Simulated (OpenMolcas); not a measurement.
# Potential curves of Mg₂⁺: spin-free states

Computed with OpenMolcas 26.06: state-averaged CASSCF(3,8) over Mg 3s 3p, Mg 3s 3p, XMS-CASPT2 (IPEA 0.25, imaginary shift 0.2 hartree), scalar X2C, ANO-RCC-VTZP, then RASSI spin–orbit state interaction with atomic mean-field integrals. C2 symmetry about the axis (a holds Σ, Δ, Γ; b holds Π, Φ, H; Σ⁺ and Σ⁻ are not told apart); roots by multiplicity and irrep: 2a 5, 2b 8, 4b 4.

XMS-CASPT2 energies in eV from the lowest point. Curves are followed by energy order within each symmetry, so they are adiabatic and may change character at avoided crossings and where g and u states cross; Σ⁺ and Σ⁻ are counted together.

| R (Å) | (1)2Σ | (2)2Σ | (1)2Π | (1)4Π | (3)2Σ | (2)4Π | (4)2Σ |
| --- | --- | --- | --- | --- | --- | --- | --- |
| 2.621 | 0.256 | 2.410 | 2.182 | 3.817 | 4.273 | 6.013 | 6.308 |
| 2.774 | 0.091 | 2.158 | 2.224 | 3.602 | 3.922 | 5.706 | 5.940 |
| 2.911 | 0.020 | 1.995 | 2.313 | 3.486 | 3.716 | 5.488 | 5.704 |
| 3.048 | 0.000 | 1.872 | 2.444 | 3.409 | 3.587 | 5.290 | 5.528 |
| 3.200 | 0.020 | 1.766 | 2.599 | 3.368 | 3.508 | 5.107 | 5.357 |
| 3.353 | 0.068 | 1.680 | 2.762 | 3.361 | 3.473 | 4.949 | 5.187 |
| 3.566 | 0.164 | 1.575 | 2.987 | 3.380 | 3.470 | 4.766 | 4.968 |
| 3.841 | 0.309 | 1.482 | 3.238 | 3.436 | 3.479 | 4.585 | 4.744 |

With masses 23.985 and 23.985 u, fit the curves (1)2Σ near their minima.

At XMS-CASPT2, Te from the lowest curve (the fit fixes ωe to a per cent or two; the method's Re and ωe can be off by some per cent):

```tsv
curve	Te (cm⁻¹)	Re (Å)	ωe (cm⁻¹)
(1)2Σ	0	3.046	207.2
```

The 7 lowest clean curves are shown; the next is (5)2Σ, from 5.44 eV. Left out for impure symmetry, kinks or missing points, though low: (2)2Π. g and u states are not told apart. Only roots inside an energy window near the equilibrium distance were included, so the list of states is not complete; labels number the states computed. Each spin and symmetry block has orbitals of its own, averaged over its own roots, so gaps between blocks are less sure than gaps within one and near the minimum can be off by tenths of an eV, in bad cases by more. No Rydberg orbitals are active, so Rydberg states, and σ→σ* states whose orbital the CASSCF left unused, can be missing between those listed. No roots were computed in block 4a (none fell in the window or the block failed), so states of that kind are missing and can lie low or lowest. Points that failed a check (symmetry, reference weights, a jump) are left out.
